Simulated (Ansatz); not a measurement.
Isolated molecules relaxed with PBE0-D4/def2-TZVP in Ansatz; ΔE leaves out vibrations. CBS: MP2 limit from def2 TZ/QZ plus the TZ coupled-cluster correction, frozen cores. Functionals use def2-TZVPP. One conformer a species, not always the lowest.

Reaction (isomerisation): `[AlH2][NH][SiH3]` → `N[SiH2][AlH2]`

```csv
level,ΔE (kcal/mol)
revPBE-D4,23.9
PBE0,24.2
```

Task: What does CCSD(T)/CBS give? (Best estimate.)

Result: Computed: +28.2 kcal/mol. The listed levels differ from it by -4.3, -4.0 kcal/mol.

Largest T1 diagnostic among the species: 0.011.

From PBE to PBE0 (25 % exact exchange), in def2-TZVPP and without D4, ΔE moves by +0.9 kcal/mol. Leaving LDA and LC-ωPBE aside and taking each functional with its dispersion term where it has one, the values, not all of them listed here, spread over 5.4 kcal/mol, from PBE-D4 to BHLYP-D4. LDA lies +1.2 kcal/mol from PBE without D4. At CCSD(T), def2-SVP lies +2.2 kcal/mol from the extrapolated value and def2-TZVPP +0.3 kcal/mol.
